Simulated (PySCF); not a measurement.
Structure problem from calculated spectra and properties.

Elements present: C, H and Si. Monoisotopic mass: 46.0239 u.

- Dipole: 0.75 D [CAM-B3LYP/def2-SVPD]
- UV, first state: lowest singlet excitation: 8.56 eV (145 nm, f = 0.079) [TDDFT CAM-B3LYP/def2-SVPD]
- Rotational structure: rotational constants A, B, C: 55.425, 10.853, 10.853 GHz [PBE0-D3(BJ)/def2-SVP]
- 13C NMR: chemical shifts (computed TMS as zero) by class: -9.9 (1 C) ppm [GIAO B3LYP/pcSseg-2]
- Polarisability: 43.1 au [CAM-B3LYP/def2-SVPD]
- XPS: Si2p3/2 106.7, C1s 290.4, Si1s 1846.5 eV [ΔSCF SCAN, pcX-2 on the ionised atom, pcseg-1 elsewhere, spin-free X2C, 2p3/2 from a spin–orbit splitting computed afterwards within the 2p shell]

The electronic properties come from PySCF, for the isolated species, density fitting. Levels stand in brackets. Isolated species at its PBE0-D3(BJ)/def2-SVP geometry, gas phase. NMR classes are plain means over equivalent atoms (diastereotopic ones count apart unless rotation or inversion swaps them), as if these changed places fast.

Problem. Which formula fits the mass and the elements?

Solution. CH6Si (calculated 46.0239). No other formula that holds each of these elements comes within 0.0003 u with a fitting electron parity and a possible valence count.

Problem. Propose a structure and show how it fits.

Solution. Its formula, CH6Si, gives 0 degrees of unsaturation, so no ring and no π bond. The one carbon: Si-methyl carbon (-9.9 ppm). The core levels belong to: Si2p3/2 106.7 eV, SiH3 silicon; C1s 290.4 eV, Si-methyl carbon; Si1s 1846.5 eV, SiH3 silicon. The optimised geometry has point group C3v and is a prolate symmetric top. Structure: `C[SiH3]`.
